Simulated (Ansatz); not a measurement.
Input for Ansatz (development build ahead of 0.2.0):

```yaml
crystal:
  periodic: [false, false, false]
  atoms:
    - { symbol: C, position_ang: [-0.07001, -0.02467, -0.72773] }
    - { symbol: C, position_ang: [-0.06242, -0.02355, 1.19862] }
    - { symbol: H, position_ang: [-0.07267, -1.4259, -1.52935] }
    - { symbol: H, position_ang: [-0.00931, 1.48368, -1.50558] }
basis:
  gaussian: { orbitals: def2-SVP }
hamiltonian:
  xc: hf
```

The input is written out in the form of the current development build from the run's settings.

Results

```json
{
 "Converged": "yes",
 "Total energy": "-76.31506 hartree",
 "Spin squared of the determinant": "0.000"
}
```

Caution: stretched shape with no unrestricted run beside it, a lower state can exist.
